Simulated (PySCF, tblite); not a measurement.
Energy landscape of H2Si, singlet: symmetric bend, bond length relaxed. Scanned: H-Si-H angle. Other coordinates (Si-H bond length) were minimised at B3LYP/def2-TZVP. Each profile is relative to its own lowest point.

| a / ° | A | B | C |
|---|---|---|---|
| 180 | 0.0 | 48.7 | 0.0 |
| 170 | 0.6 | 47.7 | 0.7 |
| 160 | 2.9 | — | 3.2 |
| 150 | 6.5 | 24.4 | 7.3 |
| 140 | 10.7 | 17.1 | 11.9 |
| 130 | 15.8 | 10.7 | 17.4 |
| 120 | 22.2 | 5.6 | 24.6 |
| 110 | 30.3 | 1.9 | 33.6 |
| 100 | 40.5 | 0.0 | 45.0 |
| 90 | 53.1 | 0.4 | 59.3 |
| 80 | 68.8 | 3.9 | 77.2 |
| 70 | 88.1 | 11.8 | 99.6 |
| 60 | 111.6 | 25.9 | 128.0 |

Energies in kcal/mol.

Task: Match the curves with the methods GFN2-xTB, 300 K electronic temperature in tblite; MP2 on RHF/cc-pVTZ, 5 core orbitals frozen in PySCF; restricted Hartree-Fock/6-31G*, spherical d run with PySCF.

Result: A is MP2; B is GFN2-xTB; C is RHF/6-31G*.

Dashes: no converged value, or the column stops at the first point that the program doubted or that broke a chosen test of continuity, which isn't proof of a fault.
